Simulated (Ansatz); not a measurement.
bcc Na, treated with r²SCAN in Ansatz (plane waves, PAW).

Numerical settings: plane-wave cutoff 500 eV, 4×4×4 k mesh, Fermi–Dirac smearing 0.1 eV, cell of 54 sites, scalar-relativistic PAW data made under PBE.

What does this level give for the vacancy formation energy and vacancy formation energy before relaxation?


* **vacancy formation energy**: 0.42 eV
* **vacancy formation energy before relaxation**: 0.48 eV

Measured, for comparison: vacancy formation energy 0.36 eV (not corrected to a static lattice, monovacancy; as tabulated in Riffe and Christensen (2024), arXiv:2406.09527). Computed (rounded) less measured: vacancy formation energy +0.060 eV.

Note: energies are extrapolated to zero smearing, and mesh and cell size move such values by some hundredths of an eV or more.

The computed numbers hold no vibrational or temperature effects.

Ansatz is a program for electronic structure.
